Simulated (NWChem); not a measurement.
## Correlation energy of hydrogen isocyanide (CHN)

```xyz
3

C      0.0000     0.0000     0.7490
N      0.0000     0.0000    -0.4352
H      0.0000     0.0000    -1.4477
```
Charge 0, spin multiplicity 1.

Program: NWChem. The geometry was optimised at PBE/def2-SVP, a minimum by its harmonic frequencies.

Basis set: STO-3G. Each correlation energy counts from its own Hartree-Fock reference.

The correlated methods keep 2 core orbitals frozen. Coupled-cluster values serve here as a point of comparison, not as the truth.

```tsv
method	correlation energy (mHa)
MP2	-131.2
SCS-MP2	___
CCSD	___
CCSD+T(CCSD)	-150.0
CCSD(T)	___
CR-CCSD[T]	-148.3
CR-CCSD(T)	-146.7
CCSDT	___
```

**Question.** What belongs in the gaps?

**Answer.** 
- SCS-MP2, correlation energy (mHa): -131.5
- CCSD, correlation energy (mHa): -142.0
- CCSD(T), correlation energy (mHa): -147.9
- CCSDT, correlation energy (mHa): -149.0
